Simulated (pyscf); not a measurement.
A first-order saddle from PySCF, ωB97X-D3(BJ)/def2-SVP:

```xyz
7

F     -0.7829     1.7390     0.2259
Si    -1.5977    -0.0024    -0.2309
F     -1.9506    -1.4305    -0.9752
H     -1.6606    -0.3753     1.2129
O      0.1679     0.0101    -0.6850
H      0.1112     1.0571    -0.1781
H      0.7536    -0.6986    -0.3880
```
Charge 0, spin multiplicity 2.

Surface: doublet, charge 0. Lowest wavenumbers (cm⁻¹): 767i, 181, 262, 403, 515.

Which two sides does it connect, and which bonds change?

F–SiH•–F + H₂O ⇌ HF + HO–SiH•–F, a four-centre exchange read from left to right: F–Si, H–O broken and F–H, O–Si formed. At CCSD(T)/def2-TZVPP + ΔMP2(QZVPP) it lies +22.6 kcal/mol from the left side and +14.5 kcal/mol from the right (each side as separated species at their lowest minima found). On the product side the descent ends in a complex, 5.9 kcal/mol under the separated species and 17.2 kcal/mol under the saddle at ωB97X-D3(BJ)/def2-TZVP. At ωB97X-D3(BJ)/def2-TZVP the barrier from the zero used here is 19.3 kcal/mol. This is the saddle that the search found; another between the same sides may lie lower. The CCSD(T) − MP2 part came from Ansatz, without density fitting, on the same reference.
